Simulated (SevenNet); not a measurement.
**Rock-salt HfC**

Computed with the machine-learned potential SevenNet-0 (trained on PBE and PBE+U data).

Cell (relaxed at this level):

Space group Fm-3m (No. 225); a = 4.6503 Å, b = 4.6503 Å, c = 4.6503 Å, α = 90.00°, β = 90.00°, γ = 90.00°

| atom | site | symmetry | x | y | z |
|---|---|---|---|---|---|
| Hf | 4a | m-3m | 0.0000 | 0.0000 | 0.0000 |
| C | 4b | m-3m | 0.5000 | 0.5000 | 0.5000 |
(The calculation used a cell of 2 atoms; values per cell refer to that cell.)

| Property | Result |
|---|---|
| lattice constant a | 4.650 Å |
| volume per atom | 12.57 Å³/atom |

Measured, for comparison: lattice constant a 4.638 Å, equilibrium volume per atom 12.47 Å³/atom (temperature not stated, not corrected to a static lattice; as tabulated in Zhang et al. (2018), doi:10.1088/1367-2630/aac7f0). Computed (rounded) less measured: lattice constant a +0.3 %, equilibrium volume per atom +0.8 %.

A machine-learned potential is trained on density-functional data: it inherits that level's misses and adds fitting errors of its own.
